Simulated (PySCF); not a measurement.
# C₄H₆FN: geometry, NMR shifts, spin-spin couplings, electronic excitations and core binding energies

What NMR shifts, spin-spin couplings, electronic excitations and core binding energies should C₄H₆FN (`N=C1CC(F)C1`) show?

Computed with PySCF 2.14.0, with density-fitted response routines of our own, on a single molecule in the gas phase. Atoms are numbered from 0 throughout.

### Step 1. The molecule as given

12 atoms, charge 0, multiplicity 1; geometry from: MMFF94s.

Bonds of the start (Å): N0–C1 1.28, C1–C2 1.50, C2–C3 1.56, C3–F4 1.35, C3–C5 1.56, C5–C1 1.50, N0–H6 1.03, C2–H7 1.09, C2–H8 1.09, C3–H9 1.10, C5–H10 1.09, C5–H11 1.09.

### Step 2. Geometry optimisation at PBE0-D3(BJ)/def2-SVP

What the job is given:

```
{"job": {"xc": "PBE0", "basis": "def2-SVP", "d3": "d3bj", "grid": 1, "kind": "geom"}, "charge": 0, "multiplicity": 1}
N      2.006544    -0.829892     0.123741
C      0.811540    -0.374339     0.111079
C     -0.527116    -1.059092     0.167207
C     -1.131877     0.311954    -0.266650
F     -2.155231     0.763687     0.494582
C      0.241652     1.011444    -0.019436
H      2.684081    -0.061898     0.052026
H     -0.652748    -1.873132    -0.549242
H     -0.804584    -1.383480     1.173381
H     -1.404094     0.316940    -1.330631
H      0.631678     1.586630    -0.861296
H      0.300156     1.591178     0.905239
```

Launch:

```
OMP_NUM_THREADS=1 python probes_run.py task.json out
```

One launch serves the whole session: the jobs run in the order shown.

What it wrote:

```text
step   0  E = -310.01586319  max force = 0.041674
step   1  E = -310.01661731  max force = 0.023540
step   2  E = -310.01814733  max force = 0.007355
step   3  E = -310.01874424  max force = 0.003013
step   4  E = -310.01889913  max force = 0.002468
step   5  E = -310.01906049  max force = 0.002814
step   6  E = -310.01916697  max force = 0.002059
step   7  E = -310.01926995  max force = 0.001707
step   8  E = -310.01939246  max force = 0.002134
step   9  E = -310.01948655  max force = 0.002701
step  10  E = -310.01955285  max force = 0.001747
step  11  E = -310.01957078  max force = 0.000448
step  12  E = -310.01957371  max force = 0.000195
optimisation converged
```

Run time: 51 s. Hardware: 1 thread, shared host.

Relaxation path:

```csv
step,energy from step 0 (eV),largest force component (eV/Å)
0,0.0000,2.1430
1,-0.0205,1.2105
2,-0.0622,0.3782
3,-0.0784,0.1549
4,-0.0826,0.1269
5,-0.0870,0.1447
6,-0.0899,0.1059
7,-0.0927,0.0878
8,-0.0960,0.1097
9,-0.0986,0.1389
10,-0.1004,0.0898
11,-0.1009,0.0230
12,-0.1010,0.0100
```

Close pairs (by a distance rule), those that changed most:

```csv
bond,before (Å),after (Å),change (Å)
C3–C5,1.561,1.538,-0.023
C2–C3,1.560,1.537,-0.023
N0–C1,1.279,1.260,-0.019
C1–C5,1.504,1.522,+0.018
C3–F4,1.353,1.364,+0.011
C5–H11,1.093,1.103,+0.010
C2–H8,1.093,1.103,+0.010
C5–H10,1.092,1.100,+0.009
```

The next job starts from the end point, and lists it.

```csv
at the end point,value
point group (found at 0.08 Å tolerance),C1
"rotational constants (GHz, main isotopes)","10.195, 2.423, 2.093"
dipole moment (D),1.50
```

### Step 3. NMR shieldings: PBE0/pcSseg-1

What the job is given:

```
{"job": {"kind": "nmr", "xc": "PBE0", "basis": "pcSseg-1"}, "charge": 0, "multiplicity": 1}
N      1.553583    -1.510183     0.310099
C      0.636230    -0.651066     0.220199
C     -0.835363    -0.806118    -0.095349
C     -0.832533     0.681326    -0.484394
F     -1.858703     1.430338     0.013016
C      0.526614     0.866718     0.212225
H      2.455091    -1.050879     0.478485
H     -1.123620    -1.558847    -0.842299
H     -1.428413    -0.952197     0.822675
H     -0.778706     0.840682    -1.573611
H      1.313625     1.447968    -0.291002
H      0.372174     1.262291     1.229964
```

With the program's defaults for keys left out, this is: GIAO PBE0/pcSseg-1 NMR shielding, non-relativistic, gas phase.

What it wrote:

```text
coarse grid: 10216 points
cycle   1  E = -310.1010105928  dE =  8.296e-01  |g| = 5.741e-01  |ddm| = 3.088e+00
cycle   2  E = -310.0260194845  dE =  7.499e-02  |g| = 8.731e-01  |ddm| = 1.187e+00
cycle   3  E = -310.1622447033  dE = -1.362e-01  |g| = 1.351e-01  |ddm| = 7.402e-01
cycle   4  E = -310.1661602740  dE = -3.916e-03  |g| = 4.450e-02  |ddm| = 1.257e-01
cycle   5  E = -310.1665566087  dE = -3.963e-04  |g| = 1.249e-02  |ddm| = 3.932e-02
cycle   6  E = -310.1665842817  dE = -2.767e-05  |g| = 3.186e-03  |ddm| = 1.144e-02
cycle   7  E = -310.1665862242  dE = -1.942e-06  |g| = 4.543e-04  |ddm| = 2.593e-03
final grid: 99664 points
cycle   8  E = -310.2082043878  dE = -3.241e-05  |g| = 7.324e-03  |ddm| = 2.521e-02
cycle   9  E = -310.2081979597  dE =  6.428e-06  |g| = 9.609e-03  |ddm| = 1.400e-02
cycle  10  E = -310.2082166765  dE = -1.872e-05  |g| = 1.061e-03  |ddm| = 7.403e-03
cycle  11  E = -310.2082168483  dE = -1.718e-07  |g| = 2.405e-04  |ddm| = 8.990e-04
cycle  12  E = -310.2082168543  dE = -6.034e-09  |g| = 1.577e-04  |ddm| = 2.632e-04
cycle  13  E = -310.2082168596  dE = -5.271e-09  |g| = 1.571e-05  |ddm| = 1.240e-04
cycle  14  E = -310.2082168596  dE = -4.889e-11  |g| = 3.806e-06  |ddm| = 1.829e-05
converged SCF energy = -310.2082168596

GIAO shielding tensors (ppm)
atom      isotropic    diamagn.    paramagn.     s11        s22        s33       span
  0 N      -75.309     321.631    -396.940   -378.023    -72.763    224.859    602.881
  1 C        7.939     253.164    -245.225   -105.526     -3.229    132.572    238.098
  2 C      136.042     250.318    -114.277    113.453    142.262    152.410     38.957
  3 C      105.360     245.758    -140.398     66.645     80.999    168.437    101.792
  4 F      370.558     470.263     -99.705    363.410    369.866    378.398     14.987
  5 C      134.456     253.754    -119.297    108.136    141.138    154.094     45.958
  6 H       21.527      31.886     -10.359     13.551     24.730     26.301     12.750
  7 H       28.263      29.038      -0.775     24.887     26.706     33.195      8.307
  8 H       28.123      28.815      -0.692     26.051     26.933     31.384      5.334
  9 H       26.470      29.360      -2.890     23.199     25.873     30.336      7.136
 10 H       28.550      30.262      -1.712     25.265     27.288     33.098      7.833
 11 H       28.264      29.738      -1.474     26.122     27.221     31.449      5.327
```

Wall time 14 s (1 thread, shared host).

Shifts follow as δ = σ(reference) − σ, with reference shieldings (ppm) from runs at the same level and on the same kind of geometry: 1H TMS 31.27, 13C TMS 184.4, 19F CFCl3 177.2, 15N NH3 265.7. The references are single molecules in the gas phase, so shifts against H2O, NH3, PH3, H3PO4 or CFCl3 are not on the usual liquid scales and can be off by tens of ppm.

```csv
atoms,environment,σ (ppm),δ (ppm),δ scaled to CDCl3
C1,C=N carbon,7.9,176.5,170.8
C3,sp3 CH bonded to F,105.4,79.0,76.3
C5,sp3 CH2 in a ring,134.5,50.0,48.0
C2,sp3 CH2 in a ring,136.0,48.4,46.5
H6,hydrogen on an imine nitrogen,21.53,9.74,–
H9,hydrogen on an sp3 CH bonded to F,26.47,4.80,4.76
H8,hydrogen on an sp3 CH2 in a ring,28.12,3.14,3.20
H7,hydrogen on an sp3 CH2 in a ring,28.26,3.00,3.06
H11,hydrogen on an sp3 CH2 in a ring,28.26,3.00,3.06
H10,hydrogen on an sp3 CH2 in a ring,28.55,2.72,2.79
N0,imine nitrogen,-75.3,341.0,–
F4,fluorine on an sp3 carbon,370.6,-193.3,–
```

The scaled column applies a straight-line fit of computed shieldings to shifts measured in CDCl3, and one for carbons that bear F (root-mean-square error 0.21 ppm for H, 2.0 ppm for C).

The run also stored atomic charges by several schemes (e):

```csv
atoms,Mulliken,IAO,Hirshfeld,ESP fit
N0,-0.33,-0.44,-0.25,-0.76
C1,-0.07,0.19,0.09,0.60
C2,-0.15,-0.31,-0.08,-0.51
C3,0.15,0.19,0.07,0.47
F4,-0.32,-0.31,-0.12,-0.29
C5,-0.17,-0.34,-0.09,-0.51
```

Mayer bond orders: N0–C1 2.09, C1–C2 0.98, C2–C3 0.99, C3–F4 0.89, C3–C5 0.99, C5–C1 0.96.

Ring of atoms C1, C2, C3, C5: NICS(0) 1.4, NICS(1) -2.5, NICS(1)zz 0.3 ppm (means of both faces; NICS(1) differs between them: -3.9 and -1.1).

The two faces differ (NICS(1)zz 3.9 and -3.4 ppm).

The fields below are evaluated on a grid from the run's orbitals.

Frontier orbitals at PBE0/pcSseg-1, with the share of their density that lies nearest to each atom:

```csv
orbital,energy (eV),lies on
HOMO,-7.57,"N0 56 %; C1, C5 about 10 % each; H6 10 %"
LUMO,-0.36,"C1 34 %; N0 28 %; H8, H11 about 7 % each"
```

ELF in a plane through or near 6 of the atoms.

Values, 10 rows by 14 columns:
```
0.00 0.00 0.00 0.00 0.00 0.00 0.00 0.00 0.00 0.00 0.00 0.00 0.00 0.00
0.00 0.00 0.00 0.00 0.00 0.00 0.01 0.00 0.00 0.00 0.00 0.00 0.00 0.00
0.00 0.00 0.00 0.00 0.00 0.35 0.82 0.26 0.02 0.00 0.00 0.00 0.00 0.00
0.00 0.00 0.00 0.00 0.01 0.47 0.93 0.60 0.20 0.16 0.44 0.11 0.00 0.00
0.00 0.00 0.45 0.96 0.20 0.25 0.76 0.69 0.67 0.66 0.84 0.43 0.00 0.00
0.00 0.00 0.39 0.93 0.64 0.77 0.25 0.41 0.88 0.27 0.37 0.19 0.00 0.00
0.00 0.00 0.09 0.74 0.76 0.59 0.66 0.20 0.48 0.11 0.00 0.00 0.00 0.00
0.00 0.00 0.02 0.60 0.79 0.13 0.04 0.89 0.88 0.09 0.00 0.00 0.00 0.00
0.00 0.00 0.00 0.00 0.00 0.00 0.01 0.25 0.25 0.01 0.00 0.00 0.00 0.00
0.00 0.00 0.00 0.00 0.00 0.00 0.00 0.00 0.00 0.00 0.00 0.00 0.00 0.00
```
The map spans 10.6 Å across and 9.1 Å up, centred on the molecule. Atoms in the plane (x, y in Å): N0 (-2.1, -0.8), C1 (-0.9, -0.3), C2 (0.4, -1.1), C3 (1.1, 0.3), C5 (-0.2, 1.0), H6 (-2.7, 0.0).

On the surface of density 0.002 e/bohr³ the electrostatic potential runs, from the 1st to the 99th percentile, from -1.84 V near N0 to 1.42 V near H6.

### Step 4. Spin-spin couplings: B3LYP/pcJ-1

Settings changed since step 3:

```diff
@@ -1,2 +1,2 @@
-{"job": {"kind": "nmr", "xc": "PBE0", "basis": "pcSseg-1"}, "charge": 0, "multiplicity": 1}
+{"job": {"kind": "j", "xc": "B3LYP", "basis": "pcJ-1"}, "charge": 0, "multiplicity": 1}
 N      1.553583    -1.510183     0.310099
```

Method: B3LYP/pcJ-1 indirect spin-spin coupling, non-relativistic, gas phase.

What it wrote:

```text
coarse grid: 10216 points
cycle   1  E = -310.4684337886  dE =  7.617e-01  |g| = 6.295e-01  |ddm| = 2.875e+00
cycle   2  E = -310.3623570382  dE =  1.061e-01  |g| = 1.002e+00  |ddm| = 1.415e+00
cycle   3  E = -310.5376503478  dE = -1.753e-01  |g| = 1.672e-01  |ddm| = 8.942e-01
cycle   4  E = -310.5433861021  dE = -5.736e-03  |g| = 6.145e-02  |ddm| = 1.572e-01
cycle   5  E = -310.5441464905  dE = -7.604e-04  |g| = 1.694e-02  |ddm| = 5.280e-02
cycle   6  E = -310.5441956062  dE = -4.912e-05  |g| = 3.867e-03  |ddm| = 1.477e-02
cycle   7  E = -310.5441982605  dE = -2.654e-06  |g| = 5.841e-04  |ddm| = 2.984e-03
final grid: 99664 points
cycle   8  E = -310.5951929904  dE = -1.139e-04  |g| = 6.574e-03  |ddm| = 1.767e-02
cycle   9  E = -310.5951852527  dE =  7.738e-06  |g| = 9.408e-03  |ddm| = 1.164e-02
cycle  10  E = -310.5952010304  dE = -1.578e-05  |g| = 8.109e-04  |ddm| = 6.775e-03
cycle  11  E = -310.5952010839  dE = -5.347e-08  |g| = 5.311e-04  |ddm| = 9.713e-04
cycle  12  E = -310.5952011311  dE = -4.721e-08  |g| = 1.215e-04  |ddm| = 4.361e-04
cycle  13  E = -310.5952011342  dE = -3.097e-09  |g| = 2.133e-05  |ddm| = 1.026e-04
cycle  14  E = -310.5952011343  dE = -9.379e-11  |g| = 5.374e-06  |ddm| = 1.734e-05
converged SCF energy = -310.5952011343

Indirect spin-spin couplings (Hz)
  i      j    bonds     total        FC       PSO       DSO        SD
  0 N    1 C    1     -3.959   -10.200     8.337    -0.063    -2.032
  0 N    2 C    2    -10.372   -10.693     0.350     0.024    -0.052
  0 N    3 C    3     -3.157    -3.151    -0.057     0.034     0.016
  0 N    4 F    4     -0.531    -1.009     0.265     0.145     0.069
  0 N    5 C    2      3.423     2.892     0.636     0.034    -0.138
  0 N    6 H    1    -48.974   -47.230    -1.499    -0.220    -0.026
  0 N    7 H    3     -0.313    -0.500     0.112     0.059     0.016
  0 N    8 H    3     -1.233    -1.355     0.030     0.119    -0.027
  0 N    9 H    4     -0.302    -0.333    -0.076     0.123    -0.016
  0 N   10 H    3     -1.102    -1.221     0.015     0.103     0.002
  0 N   11 H    3     -2.098    -2.067    -0.100     0.144    -0.076
  1 C    2 C    1     40.464    41.162    -0.966     0.268         -
  1 C    3 C    2     -7.012    -7.032    -0.105     0.125         -
  1 C    4 F    3     21.789    23.323    -1.267    -0.260    -0.008
  1 C    5 C    1     29.280    29.934    -0.923     0.268         -
  1 C    6 H    2    -10.501    -7.217    -2.780    -0.505         -
  1 C    7 H    2     -5.157    -5.177     0.137    -0.117         -
  1 C    8 H    2     -9.310    -9.498     0.174     0.015         -
  1 C    9 H    3      1.382     1.409     0.058    -0.085         -
  1 C   10 H    2     -3.469    -3.490     0.137    -0.116         -
  1 C   11 H    2     -7.912    -8.120     0.186     0.022         -
  2 C    3 C    1     34.218    34.123    -0.180     0.274         -
  2 C    4 F    2     21.329    18.787     0.677    -0.085     1.950
  2 C    5 C    2      7.637     7.839    -0.236     0.035         -
  2 C    6 H    3     18.248    18.422     0.409    -0.583         -
  2 C    7 H    1    150.197   148.715     0.604     0.877         -
  2 C    8 H    1    138.237   136.554     0.737     0.946         -
  2 C    9 H    2      0.840     0.850     0.095    -0.105         -
  2 C   10 H    3     10.448    10.565     0.373    -0.489         -
  2 C   11 H    3      0.358     0.480     0.057    -0.179         -
  3 C    4 F    1   -273.303  -306.395    14.523     0.833    17.736
  3 C    5 C    1     34.043    33.944    -0.175     0.274         -
  3 C    6 H    4     -1.264    -1.256     0.302    -0.310         -
  3 C    7 H    2     -0.469    -0.470     0.109    -0.108         -
  3 C    8 H    2     -8.380    -8.573     0.182     0.011         -
  3 C    9 H    1    165.056   164.406    -0.589     1.239         -
  3 C   10 H    2     -1.000    -1.002     0.106    -0.104         -
  3 C   11 H    2     -8.209    -8.405     0.182     0.014         -
  4 F    5 C    2     20.705    18.417     0.513    -0.083     1.858
  4 F    6 H    5      1.075     0.620     1.477    -1.219     0.197
  4 F    7 H    3      6.301     5.881     1.764    -1.325    -0.018
  4 F    8 H    3     22.328    21.802     0.917     0.254    -0.644
  4 F    9 H    2     63.342    59.355     8.402    -1.162    -3.254
  4 F   10 H    3      5.583     5.155     1.735    -1.307     0.000
  4 F   11 H    3     21.782    21.185     0.974     0.267    -0.645
  5 C    6 H    3     12.286    12.514    -0.246     0.018         -
  5 C    7 H    3     11.101    11.211     0.380    -0.490         -
  5 C    8 H    3      0.321     0.441     0.061    -0.181         -
  5 C    9 H    2      0.931     0.946     0.088    -0.104         -
  5 C   10 H    1    147.658   146.089     0.697     0.872         -
  5 C   11 H    1    138.261   136.569     0.754     0.938         -
  6 H    7 H    4     -2.723    -2.514     1.851    -2.060         -
  6 H    8 H    4     -3.795    -3.606     1.752    -1.941         -
  6 H   10 H    4     -1.816    -1.688    -0.719     0.592         -
  6 H   11 H    4     -3.124    -2.999     0.307    -0.432         -
  7 H    8 H    2    -18.592   -18.779     2.350    -2.163         -
  7 H    9 H    3      7.687     7.721    -0.070     0.037         -
  7 H   10 H    4      6.870     6.979     1.686    -1.794         -
  7 H   11 H    4     -2.941    -2.813     2.104    -2.232         -
  8 H    9 H    3      6.991     7.078     2.459    -2.545         -
  8 H   10 H    4     -2.942    -2.811     2.096    -2.227         -
  8 H   11 H    4      0.379     0.459    -0.256     0.176         -
  9 H   10 H    3      7.629     7.661    -0.084     0.052         -
  9 H   11 H    3      6.855     6.944     2.453    -2.542         -
 10 H   11 H    2    -17.840   -18.042     2.358    -2.156         -
```

It took 42 s on 1 thread, shared host.

Couplings of 1 Hz or more, nine at most for each number of bonds (isotopes 13C, 19F, 1H, 15N):

```csv
pair,bonds,J (Hz),Fermi contact (Hz),dihedral (°)
C3–F4,1,-273.3,-306.4,–
C3–H9,1,165.1,164.4,–
C2–H7,1,150.2,148.7,–
C5–H10,1,147.7,146.1,–
C5–H11,1,138.3,136.6,–
C2–H8,1,138.2,136.6,–
N0–H6,1,-49.0,-47.2,–
C1–C2,1,40.5,41.2,–
C2–C3,1,34.2,34.1,–
F4–H9,2,63.3,59.4,–
C2–F4,2,21.3,18.8,–
F4–C5,2,20.7,18.4,–
H7–H8,2,-18.6,-18.8,–
H10–H11,2,-17.8,-18.0,–
C1–H6,2,-10.5,-7.2,–
N0–C2,2,-10.4,-10.7,–
C1–H8,2,-9.3,-9.5,–
C3–H8,2,-8.4,-8.6,–
F4–H8,3,22.3,21.8,-22
C1–F4,3,21.8,23.3,–
F4–H11,3,21.8,21.2,22
C2–H6,3,18.2,18.4,176
C5–H6,3,12.3,12.5,5
C5–H7,3,11.1,11.2,–
C2–H10,3,10.4,10.6,–
H7–H9,3,7.7,7.7,-20
H9–H10,3,7.6,7.7,21
H7–H10,4,6.9,7.0,–
H6–H8,4,-3.8,-3.6,–
H6–H11,4,-3.1,-3.0,–
H8–H10,4,-2.9,-2.8,–
H7–H11,4,-2.9,-2.8,–
H6–H7,4,-2.7,-2.5,–
H6–H10,4,-1.8,-1.7,–
C3–H6,4,-1.3,-1.3,–
```

The spin-dipole term was solved for some atoms only; pairs without it lack that part.

Quadrupole couplings from the field gradients of the same density:

```csv
atom,isotope,eQq/h (MHz),η
N0,14N,-4.347,0.29
```

Joined with the shifts from before (PBE0/pcSseg-1, scaled to CDCl3 for protons on carbon, raw for the others), the couplings predict the line list below for 400 MHz. H–H couplings in it are scaled by factors fitted to measured ones, so they differ from the table.

1H NMR δ 9.74 (br s, 1H), 4.76 (m, 1H), 3.20 (m, 1H), 3.06 (m, 1H), 3.06 (m, 1H), 2.79 (m, 1H).

### Step 5. Ultraviolet spectrum: wB97X-D/def2-SVPD

Settings changed since step 4:

```diff
@@ -1,2 +1,2 @@
-{"job": {"kind": "j", "xc": "B3LYP", "basis": "pcJ-1"}, "charge": 0, "multiplicity": 1}
+{"job": {"kind": "uv", "xc": "wB97X-D", "basis": "def2-SVPD", "ip": true}, "charge": 0, "multiplicity": 1}
 N      1.553583    -1.510183     0.310099
```

Method: TDDFT wB97X-D/def2-SVPD, vertical, gas phase, core orbitals frozen in the response.

What it wrote:

```text
coarse grid: 10216 points
cycle   1  E = -310.1531395891  dE =  9.687e-01  |g| = 6.000e-01  |ddm| = 4.864e+00
cycle   2  E = -310.1316395666  dE =  2.150e-02  |g| = 7.437e-01  |ddm| = 2.389e+00
cycle   3  E = -310.2321716476  dE = -1.005e-01  |g| = 5.941e-02  |ddm| = 1.551e+00
cycle   4  E = -310.2329484287  dE = -7.768e-04  |g| = 3.166e-02  |ddm| = 1.523e-01
cycle   5  E = -310.2331863758  dE = -2.379e-04  |g| = 8.279e-03  |ddm| = 8.536e-02
cycle   6  E = -310.2332025747  dE = -1.620e-05  |g| = 3.484e-03  |ddm| = 2.277e-02
cycle   7  E = -310.2332054901  dE = -2.915e-06  |g| = 6.652e-04  |ddm| = 9.722e-03
final grid: 99664 points
cycle   8  E = -310.2767032963  dE = -1.019e-04  |g| = 7.379e-03  |ddm| = 1.758e-01
cycle   9  E = -310.2767032008  dE =  9.545e-08  |g| = 8.260e-03  |ddm| = 2.286e-02
cycle  10  E = -310.2767143420  dE = -1.114e-05  |g| = 5.041e-04  |ddm| = 1.349e-02
cycle  11  E = -310.2767144079  dE = -6.592e-08  |g| = 3.547e-04  |ddm| = 3.575e-03
cycle  12  E = -310.2767144401  dE = -3.220e-08  |g| = 9.592e-05  |ddm| = 1.190e-03
cycle  13  E = -310.2767144422  dE = -2.094e-09  |g| = 3.154e-05  |ddm| = 2.295e-04
cycle  14  E = -310.2767144426  dE = -3.772e-10  |g| = 6.666e-06  |ddm| = 1.982e-04
converged SCF energy = -310.2767144426

Static polarisability (au): isotropic 54.091, principal 43.607 53.478 65.189

Singlet excitations
state   eV       nm        f      main configurations
  1   5.3058    233.7   0.00262   H->L 0.96
  2   7.5397    164.4   0.04344   H->L+1 0.67, H->L+2 0.20
  3   7.7390    160.2   0.14919   H-1->L 0.72, H-3->L 0.13
  4   7.8634    157.7   0.01618   H-2->L 0.92
  5   8.3244    148.9   0.09714   H-3->L 0.63, H-1->L 0.12, H-4->L 0.11
  6   8.3911    147.8   0.00525   H->L+2 0.51, H->L+1 0.23, H->L+5 0.13
  7   8.6464    143.4   0.00702   H-1->L+1 0.72, H-1->L+2 0.15
  8   8.8614    139.9   0.00088   H->L+3 0.41, H->L+5 0.18, H->L+4 0.13
  9   9.1291    135.8   0.04188   H->L+3 0.38, H->L+4 0.21, H->L+5 0.15
 10   9.2166    134.5   0.03001   H-4->L 0.47, H-1->L+2 0.12, H-3->L 0.09

Triplet excitations (Tamm-Dancoff, eV): 4.6228 5.1795 7.3371 7.5352
Vertical ionisation energy (delta-SCF) = 9.9333 eV
```

Wall time 64 s (1 thread, shared host).

The orbitals next to the gap, with their largest atomic shares:

```csv
orbital,eV,atoms
HOMO−3,-11.81,"F4 31 %, C3 16 %, C1 13 %"
HOMO−2,-11.36,"F4 25 %, C3 22 %, C2 19 %"
HOMO−1,-10.72,"N0 40 %, C1 22 %, C2 8 %"
HOMO,-9.56,"N0 54 %, C1 14 %, C5 11 %"
LUMO,1.32,"C1 30 %, N0 28 %, C5 8 %"
LUMO+1,2.35,"C5 20 %, C1 13 %, H10 13 %"
LUMO+2,2.79,"C3 19 %, H9 18 %, F4 11 %"
```

With each of the 10 states as a Gaussian band of 0.4 eV half-width at 1/e, the curve within the window shown has maxima at 233 nm (ε 110), 160 nm (ε 8,500), 136 nm (ε 3,000) L/(mol cm). Beyond the last state computed it falls off for lack of states. The curve at chosen wavelengths:

nm, ε (L/mol/cm) and a bar:
```
      130       1361 #####
      135       3003 ###########
      141       2624 ##########
      146       4294 ################
      151       5894 ######################
      157       8016 ##############################
      162       8031 ##############################
      167       4885 ##################
      173       1444 #####
      178        339 #
      183         58 
      189          5 
      194          1 
      199          1 
      204          3 
      210         12 
      215         29 
      220         55 
      226         88 
      231        104 
      236        104 
      242         85 
      247         62 
      252         41 
      258         21 
      263         11
```

Leading natural transition orbitals of singlet state 3: the hole lies on N0 24 %; C1 14 %; C3, C5 about 9 % each; the particle on C1 34 %; N0 25 %; H6, H8, H11 about 7 % each.

Leading natural transition orbitals of singlet state 1: the hole lies on N0 55 %; H6 11 %; C1, C5 about 10 % each; the particle on C1 41 %; N0 30 %; H6 7 %.

Ground-state properties from the same run:

```csv
property,computed
dipole moment (D),1.56
polarisability (Å³),8.02
HOMO–LUMO gap (eV),10.88
−ε(HOMO) (eV),9.56
```

(Part 1 of 2 ends here.)
